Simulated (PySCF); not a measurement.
Gas-phase reaction: AlCl + Cl2 → AlCl3

Energies from PySCF (xtb for GFN2), thermal terms from the rigid-rotor harmonic-oscillator model, ideal gas at 1 bar. Table values come from the NASA 1993 polynomials. After a fit of one offset per element over all species, the range-separated, M06-2X, PBE0/def2-QZVP and CCSD(T)/def2-TZVPP enthalpies, where run, lie to one side of the table for AlCl (-22 kJ/mol): a fault of the table's entry, another state or a shared error of the levels is possible; this was not checked at source. † marks an energy on the PBE0/def2-TZVP geometry and frequencies; other levels use their own. MP2 freezes the core. 6-31G* has spherical d functions here. All species are closed-shell singlets. B3LYP is the form with VWN-RPA correlation. MP2 isn't extrapolated to the basis-set limit; its ΔH°(298 K) is -587.6 kJ in def2-SVP and -567.6 kJ in def2-TZVPP. The harmonic model lacks anharmonicity and excited electronic states, which grow with temperature; levels with a mode under 35 cm⁻¹ are left out. The table's entry may be an old estimate for AlCl, AlCl3 (not checked at source).

```tsv
level	ΔH°(298 K), kJ	minus table	ΔG°(1800 K), kJ
table	-533.1	-	-297.3
B3LYP/6-31G*	-511.7	21.4	-273.3
BLYP/def2-TZVP†	-480.0	53.1	-243.8
GFN2-xTB	-564.0	-30.9	-334.6
HF/6-31G*	-558.6	-25.5	-318.3
MP2/def2-SVP†	-587.6	-54.5	-351.4
PBE/def2-SVP	-525.4	7.7	-287.8
PBE/def2-TZVP†	-499.7	33.4	-263.5
PBE0/def2-QZVP†	-526.2	6.9	-290.0
PBE0/def2-TZVP	-527.3	5.8	-291.1
r2SCAN/def2-TZVP†	-559.6	-26.5	-323.4
LDA/def2-TZVP†	-523.4	9.7	-287.2
```
